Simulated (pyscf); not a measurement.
`[CH4]` + `[CH3][GaH][NH2]` → `[CH3][GaH][CH3]` + `[NH3]` (four-centre exchange; singlet surface; C–H, Ga–N broken, C–Ga, H–N formed). Optimised with ωB97X-D3(BJ)/def2-SVP in PySCF. Energies in kcal/mol from the separated reactants.

```csv
level,barrier,reaction energy
ωB97X-D3(BJ)/def2-TZVP,32.7,+16.7
r²SCAN/def2-TZVP,30.1,+17.8
B3LYP-D3(BJ)/def2-TZVP,34.2,+17.6
PBE0-D3(BJ)/def2-TZVP,___,___
M06-2X/def2-TZVP,___,+18.7
HF/def2-TZVP,50.8,+18.4
```

Question: Fill in the missing entries.

Answer: 
- PBE0-D3(BJ)/def2-TZVP, barrier: 29.8
- PBE0-D3(BJ)/def2-TZVP, reaction energy: +16.3
- M06-2X/def2-TZVP, barrier: 32.2

The functionals in the table span 4.3 kcal/mol in this barrier, from PBE0-D3(BJ) to B3LYP-D3(BJ). On the product side the descent ends in an adduct with a Ga–N contact, 21.7 kcal/mol under the separated species and 37.6 kcal/mol under the saddle at ωB97X-D3(BJ)/def2-TZVP. What is counted as broken (Ga–N) persists as a longer contact in the product adduct; parting that adduct is a step of its own. One saddle was located; it need not be the lowest between these sides. Elements up to Kr have no core potential and no relativistic terms here.
